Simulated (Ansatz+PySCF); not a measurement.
Results of a calculation; reference values are marked as such.
# Several solutions for singlet NH4F in separate pieces

```xyz
6

N     0.0000    0.0000    0.0000
H     0.5945    0.5945    0.5945
H     0.5945   -0.5945   -0.5945
H    -0.5945    0.5945   -0.5945
H    -0.5945   -0.5945    0.5945
F    30.0000    0.0000    0.0000
```

Basis set: STO-3G (spherical functions). Charge 0, multiplicity 1.

UHF was run from several starts with Ansatz (development build ahead of 0.2.0) and PySCF 2.14.0.

```csv
run,program,start,converged,energy (hartree),<S²>
A,Ansatz,search for the lowest state,yes,-153.64675,1.01
B,Ansatz,"atomic start, no search",yes,-153.49904,0.00
C,PySCF,"guess 1e, instabilities followed",yes,-153.64675,1.01
D,PySCF,"guess minao, instabilities followed",yes,-153.64675,1.01
E,Ansatz,stability test followed,yes,-153.64675,1.01
F,PySCF,"guess huckel, instabilities followed",yes,-153.64675,1.01
G,PySCF,program defaults,yes,-153.64675,1.01
H,PySCF,"guess atom, instabilities followed",yes,-153.64675,1.01
```

Q: Which runs reached the lowest solution of this kind, and what is wrong with the others?

A: A, C, D, E, F, G, H reached the lowest solution found. Converged but too high: B by 4.02 eV. Convergence only shows a stationary point, and even a stable one can lie too high; stability tests and further starts are what find lower ones. Caution: the unrestricted determinant is a mixture of spin states. Caution: the determinant breaks the point group.
